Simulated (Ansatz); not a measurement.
System: zinc-blende MgTe (metastable phase). Method: PBE (plane waves, PAW; Ansatz, a first-principles code).

The same calculation (at the measured cell, 33.076 Å³/atom) with different numerical settings:

```tsv
run	k mesh	gap on the mesh (eV)	total energy (eV/atom)
1	4×4×4	2.507	-4452.7411
2	6×6×6	2.512	-4452.7550
3	8×8×8	2.512	-4452.7558
4	12×12×12	2.512	-4452.7559
5	16×16×16	2.512	-4452.7559
6	20×20×20	2.512	-4452.7559
```

In the column total energy (eV/atom) the first row differs from the last by +0.0148 and the next to last by 0.0000.

The last row is no converged limit: other settings stay fixed.

Spin–orbit coupling is not included.
